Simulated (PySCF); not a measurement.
**Ionisation energy of B by level of theory**

B [He] 2s2 2p1 (2P) → B⁺ [He] 2s2 (1S), as a difference of total energies. All numbers are calculated (PySCF 2.14, scalar relativity by spin-free X2C-1e, in Sapporo-DZP-2012 (4s3p1d, 18 functions)). Correlated levels: valence: 1s2 frozen. The calculations carry no spin-orbit coupling.

```
           method  ionisation energy (eV)
              UHF                   8.021
             TPSS                   8.753
           r2SCAN                   8.751
    MP2 (valence)                   8.158
SCS-MP2 (valence)                   8.120
   CCSD (valence)                   8.073
CCSD(T) (valence)                   8.097
```

Errors of the correlated levels include the incompleteness of this basis and the frozen core.

The coupled-cluster amplitudes are large for B⁺ (T1 above 0.03 or a double amplitude above 0.15), so a single reference is strained.

Problem. Which method comes closest to the reference value, and which is furthest?

Solution. The reference is 8.297 eV (measured; NIST levels, between the centres of gravity of the two terms). Closest: MP2 (valence) (error -0.139 eV); furthest: TPSS (error 0.456 eV).
